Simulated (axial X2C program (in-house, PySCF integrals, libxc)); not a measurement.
# Outer orbitals of Al₂ at 2.490 Å, HF

All values were computed with an axial X2C code built on PySCF integrals. Spin-free means the one-electron spin-free X2C Hamiltonian; two-component (2c) means X2C with spin–orbit coupling and atomic mean-field two-electron Coulomb and Gaunt terms, so the difference of the two also holds small scalar two-electron terms. Basis: Al dyall-v3z [8s8p2d1f] (cores contracted in-house); Gaussian nuclei, density fitting, unrestricted open shells. Masses: Al 26.982 u.

The distance is close to the 2c PBE0 minimum; the highest filled and lowest empty levels are listed.

Spin-free orbitals, state M_S = 1, Λ = 0 (beyond evenly filled blocks: π+α, π-α) (Löwdin shares):

```json
{"symmetry": "σα", "occupied": "yes", "ε (eV)": "-14.87", "atomic character": "83% Al s, 14% Al p"}
{"symmetry": "σβ", "occupied": "yes", "ε (eV)": "-11.97", "atomic character": "89% Al s, 6% Al p, 5% Al d"}
{"symmetry": "σα", "occupied": "yes", "ε (eV)": "-9.14", "atomic character": "62% Al s, 30% Al p, 7% Al d"}
{"symmetry": "σβ", "occupied": "yes", "ε (eV)": "-8.51", "atomic character": "59% Al s, 37% Al p"}
{"symmetry": "π+α", "occupied": "yes", "ε (eV)": "-6.52", "atomic character": "91% Al p, 8% Al d"}
{"symmetry": "π-α", "occupied": "yes", "ε (eV)": "-6.52", "atomic character": "91% Al p, 8% Al d"}
{"symmetry": "σα", "occupied": "no", "ε (eV)": "-0.50", "atomic character": "80% Al p, 19% Al s"}
{"symmetry": "σβ", "occupied": "no", "ε (eV)": "-0.27", "atomic character": "88% Al p, 11% Al s"}
{"symmetry": "π-β", "occupied": "no", "ε (eV)": "0.63", "atomic character": "99% Al p"}
{"symmetry": "π+β", "occupied": "no", "ε (eV)": "0.63", "atomic character": "99% Al p"}
```

Spinors with spin–orbit coupling (state Ω = 1):

```csv
ω,occupied,ε (eV),atomic character,λ mixture
1/2,yes,-14.87,"83% Al s, 14% Al p",100% σ
-1/2,yes,-11.97,"89% Al s, 6% Al p, 5% Al d",100% σ
1/2,yes,-9.14,"62% Al s, 30% Al p, 7% Al d",100% σ
-1/2,yes,-8.51,"59% Al s, 37% Al p",100% σ
-1/2,yes,-6.52,"91% Al p, 8% Al d",100% π
3/2,yes,-6.51,"91% Al p, 8% Al d",100% π
1/2,no,-0.50,"80% Al p, 19% Al s",100% σ
-1/2,no,-0.27,"88% Al p, 11% Al s",100% σ
1/2,no,0.62,99% Al p,100% π
-3/2,no,0.63,99% Al p,100% π
```

Mulliken charges and populations of the two-component result (they depend on the basis, above all on diffuse functions):

Al1 0.00 e (s 5.79 p 7.11 d 0.09), Al2 0.00 e (s 5.79 p 7.11 d 0.09). ⟨Lz⟩ = 0.00 ħ and ⟨Sz⟩ = 1.00 ħ (0.50 and 0.50 on the two atoms), which add up to Ω.

Occupations by symmetry block were frozen at the best pattern of an incomplete PBE0 search. Other states lie close and PBE0, whose exact exchange favours high spin, may order them wrongly; the determinant shown need not be the ground state. The nearest other spin-free determinant of the search, M_S = 1, Λ = 1, lies 0.11 eV up at the distance of the search. With several unpaired electrons one determinant need not be a pure state. Open-shell Ω = 0 determinants with evenly filled partner blocks cannot be reached by this program, so the Ω shown need not be the lowest component. This is the Ω = 1 component of a π² triplet; the 0⁺ component is not one determinant and can lie lowest.
